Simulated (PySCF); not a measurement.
Species: chlorocyclopentane, C5H9Cl.
Atom-mapped SMILES: `[Cl:1][CH:2]1[CH2:3][CH2:4][CH2:5][CH2:6]1` (hydrogens: H7 on C2; H8, H9 on C3; H10, H11 on C4; H12, H13 on C5; H14, H15 on C6)

The same species was optimised twice, with GFN2-xTB and with PBE0-D3(BJ)/def2-SVP (PySCF), and the same property calculations (PySCF, gas phase) were run on both structures.

```json
{"coordinate": "Cl1–C2 (Å)", "GFN2-xTB": "1.794", "PBE0-D3(BJ)/def2-SVP": "1.810", "change": "+0.016"}
{"coordinate": "C4–C5 (Å)", "GFN2-xTB": "1.534", "PBE0-D3(BJ)/def2-SVP": "1.548", "change": "+0.014"}
{"coordinate": "C5–C6 (Å)", "GFN2-xTB": "1.526", "PBE0-D3(BJ)/def2-SVP": "1.536", "change": "+0.010"}
{"coordinate": "C2–C3 (Å)", "GFN2-xTB": "1.529", "PBE0-D3(BJ)/def2-SVP": "1.520", "change": "-0.009"}
{"coordinate": "C3–C4 (Å)", "GFN2-xTB": "1.541", "PBE0-D3(BJ)/def2-SVP": "1.536", "change": "-0.005"}
{"coordinate": "C2–C6 (Å)", "GFN2-xTB": "1.521", "PBE0-D3(BJ)/def2-SVP": "1.520", "change": "-0.001"}
{"coordinate": "C2–C3–C4 (°)", "GFN2-xTB": "106.1", "PBE0-D3(BJ)/def2-SVP": "104.4", "change": "-1.7"}
{"coordinate": "C4–C5–C6 (°)", "GFN2-xTB": "104.2", "PBE0-D3(BJ)/def2-SVP": "105.7", "change": "+1.5"}
{"coordinate": "C3–C2–C6 (°)", "GFN2-xTB": "104.6", "PBE0-D3(BJ)/def2-SVP": "103.0", "change": "-1.6"}
{"coordinate": "C2–C6–C5 (°)", "GFN2-xTB": "103.0", "PBE0-D3(BJ)/def2-SVP": "104.4", "change": "+1.4"}
{"coordinate": "Cl1–C2–C3 (°)", "GFN2-xTB": "110.4", "PBE0-D3(BJ)/def2-SVP": "109.9", "change": "-0.5"}
{"coordinate": "Cl1–C2–C6 (°)", "GFN2-xTB": "109.5", "PBE0-D3(BJ)/def2-SVP": "109.9", "change": "+0.4"}
{"coordinate": "C3–C4–C5 (°)", "GFN2-xTB": "105.9", "PBE0-D3(BJ)/def2-SVP": "105.7", "change": "-0.2"}
```

Rotational constants: A = 4832, B = 2243, C = 1994 MHz (GFN2-xTB) against A = 4557, B = 2306, C = 2094 MHz (PBE0-D3(BJ)/def2-SVP). Point groups within 0.08 Å: C1 and Cs. Atoms that the bonding makes alike are paired by their places after alignment.

On the GFN2-xTB structure: HOMO (eV) -8.16 [PBE0/pcSseg-1]; LUMO (eV) 0.96 [PBE0/pcSseg-1]; dipole (D) 2.20 [PBE0/pcSseg-1]; GIAO shielding of Cl1 (ppm) 761.5 [PBE0/pcSseg-1]; GIAO shielding of C2 (ppm) 119.3 [PBE0/pcSseg-1]; GIAO shielding of C3/C6 (mean) (ppm) 146.5 [PBE0/pcSseg-1]; GIAO shielding of C4/C5 (mean) (ppm) 161.1 [PBE0/pcSseg-1].

Problem. What do these properties become on the PBE0-D3(BJ)/def2-SVP structure?

Solution. 
```json
{"property": "HOMO (eV)", "level": "PBE0/pcSseg-1", "on GFN2-xTB": "-8.16", "on PBE0-D3(BJ)/def2-SVP": "-8.20", "change": "-0.04"}
{"property": "LUMO (eV)", "level": "PBE0/pcSseg-1", "on GFN2-xTB": "0.96", "on PBE0-D3(BJ)/def2-SVP": "0.95", "change": "-0.01"}
{"property": "dipole (D)", "level": "PBE0/pcSseg-1", "on GFN2-xTB": "2.20", "on PBE0-D3(BJ)/def2-SVP": "2.23", "change": "+0.03"}
{"property": "energy, GFN2-xTB geometry as zero (kcal/mol)", "level": "PBE0/pcSseg-1", "on GFN2-xTB": "0.0", "on PBE0-D3(BJ)/def2-SVP": "-0.7", "change": "-0.7"}
{"property": "GIAO shielding of Cl1 (ppm)", "level": "PBE0/pcSseg-1", "on GFN2-xTB": "761.5", "on PBE0-D3(BJ)/def2-SVP": "788.4", "change": "+26.9"}
{"property": "GIAO shielding of C2 (ppm)", "level": "PBE0/pcSseg-1", "on GFN2-xTB": "119.3", "on PBE0-D3(BJ)/def2-SVP": "115.1", "change": "-4.2"}
{"property": "GIAO shielding of C3/C6 (mean) (ppm)", "level": "PBE0/pcSseg-1", "on GFN2-xTB": "146.5", "on PBE0-D3(BJ)/def2-SVP": "145.1", "change": "-1.4"}
{"property": "GIAO shielding of C4/C5 (mean) (ppm)", "level": "PBE0/pcSseg-1", "on GFN2-xTB": "161.1", "on PBE0-D3(BJ)/def2-SVP": "161.8", "change": "+0.7"}
```

The heavy atoms differ by 0.131 Å rms after alignment (one structure mirrored). Among bonds between heavy atoms Cl1–C2 changes most (+0.016 Å). Changes are differences of the printed values. Neither structure is proved a minimum here.
